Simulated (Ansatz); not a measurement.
# AlNH (doublet): RPA-PBE over a scan of the distance Al1–N2, 6-31G

Aim: run AlNH (doublet) with these functionals over a scan of the distance Al1–N2, and hold them against the top wave-function level at the same points.

Program: Ansatz 0.2.0, Gaussian basis. Level of theory: 6-31G, all electrons in the functionals, frozen cores in the correlation of double hybrids and RPA. These are calculated values, not measurements.

Plan: RPA-PBE, at 1.381 Å; 1.595 Å; 1.733 Å; 1.912 Å; 2.075 Å; 2.387 Å; 2.729 Å; 3.230 Å; 3.887 Å; 4.669 Å; 5.767 Å.

23 further runs of the same task are left out: 2 for a known fault of the program, 17 that didn't finish, 4 set aside as unsound or not needed.

### 1 What is computed

The geometry derives from a PBE0/def2-TZVP stationary point (not a proven minimum). One bond is set to the value named and the two fragments are kept rigid.

3 atoms, charge 0, spin multiplicity 2.

Atoms are counted from 1 here; the program's logs count them from 0.

Bond lengths: Al1–N2 1.733 Å, Al1–H3 1.580 Å. Angles: N2–Al1–H3 180.0°.

No dispersion term is added.

The geometry shown and the zero of energy belong to the point 1.733 Å. The yardstick, FCI, and other wave-function levels (R restricted, U unrestricted, valence and pair active spaces) come from earlier runs.

### 2 RPA-PBE, 1.381 Å

The input, in.yaml:

```yaml
crystal:
  periodic: [false, false, false]
  atoms:
    - {symbol: Al, position_ang: [0.000000, 0.000000, -0.066365]}
    - {symbol: N, position_ang: [0.000000, 0.000000, -1.447365]}
    - {symbol: H, position_ang: [0.000000, 0.000000, 1.513730]}
basis:
  gaussian: {orbitals: 6-31G}
magnetization: {spin_polarized: true, initial_magnetization: 1}
hamiltonian: {xc: {name: PBE}}
correlation: {method: rpa, electrons: outside_noble_gas}
```

On the command line:

```console
$ ansatz run in.yaml --threads 1 --pin off --events-out ev --progress --plain --max-ram 2393MiB
```

After this run come: RPA-PBE, 1.595 Å; RPA-PBE, 1.733 Å; RPA-PBE, 1.912 Å; RPA-PBE, 2.075 Å; RPA-PBE, 2.387 Å; RPA-PBE, 2.729 Å; RPA-PBE, 3.230 Å; RPA-PBE, 3.887 Å; RPA-PBE, 4.669 Å; RPA-PBE, 5.767 Å.

**Question.** What will the summary of the whole plan be? Wanted: span of the FCI curve; largest miss, RPA-PBE.

As calculated:

| quantity | value |
| --- | --- |
| span of the FCI curve | 3.526 eV |
| largest miss, RPA-PBE | +0.282 eV (1.381 Å) |

RPA-PBE strays by up to 0.282 eV, at 1.381 Å. RPA-PBE clearly breaks the spin symmetry at some points (⟨S²⟩ up to 1.00 above the pure value), so energy there is bought with a mixed spin. Functionals and the yardstick converge differently with the basis, so part of each miss in 6-31G is the basis.
